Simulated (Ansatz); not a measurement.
Working through a ladder of basis sets of O3, SMILES O=[O+][O-]

Program: Ansatz 0.2.0 through its Python package.

The cells in order, each with its output:

**Cell 1**
```python
import ansatz as az
```

**Cell 2**
```python
METHOD = "MP2"
```

**Cell 3**
```python
system = (
    az.Crystal.molecule()
    .atom("O", (0.85171, -0.54683, 0.41002))
    .atom("O", (-0.22198, -0.30791, -0.15461))
    .atom("O", (-0.62973, 0.85474, -0.25541))
)
```

**Cell 4**
```python
calculation = system.calculation().correlation(METHOD)
```

**Cell 5**
```python
energies = {}
for basis in ["cc-pVDZ", "cc-pVTZ", "cc-pVQZ"]:
    summary = calculation.basis(gaussian=basis).run(threads=1).report
    size = summary["n_frozen"] + summary["n_occupied"][0] + summary["n_virtual"][0]
    energies[basis] = (summary["reference_energy_ev"] / 27.211386246, summary["free_energy_ev"] / 27.211386246)
    print(f"{basis:14s} {size:4d} orbitals  reference {energies[basis][0]:14.6f} Ha  total {energies[basis][1]:14.6f} Ha")
```
Output:
```text
cc-pVDZ          42 orbitals  reference    -224.275715 Ha  total    -224.894300 Ha
cc-pVTZ          90 orbitals  reference    -224.351210 Ha  total    -225.114045 Ha
cc-pVQZ         165 orbitals  reference    -224.369648 Ha  total    -225.187092 Ha
```

**Cell 6**
```python
# correlation energy at the basis limit from E(X) = E + A / X^3
small, large = (energies[b][1] - energies[b][0] for b in ("cc-pVTZ", "cc-pVQZ"))
limit = (4 ** 3 * large - 3 ** 3 * small) / (4 ** 3 - 3 ** 3)
print(f"correlation energy: {small:.6f} and {large:.6f} Ha, extrapolated {limit:.6f} Ha")
print(f"share caught by the larger set: {100 * large / limit:.1f} %")
```
Output:
```text
correlation energy: -0.762836 and -0.817444 Ha, extrapolated -0.857293 Ha
share caught by the larger set: 95.4 %
```

Against cc-pVDZ: cc-pVTZ -219.7 mHa and cc-pVQZ -292.8 mHa. The last step alone is -73.05 mHa.

Reading the output:
- The drop along the ladder measures the basis error, and is no property of the molecule.
- The geometry is a force-field or estimated start, not a minimum of this method, and the last set is no limit. Much of the fall in a total is atomic energy, which cancels in bond and reaction energies.
- Inner cores stay frozen, so this is valence correlation.
- An extrapolation from small basis sets is rough.
- Wall time of the script: 6.9 s on 1 thread of Arm Neoverse V2, on a shared host, peak memory 0.35 GiB.
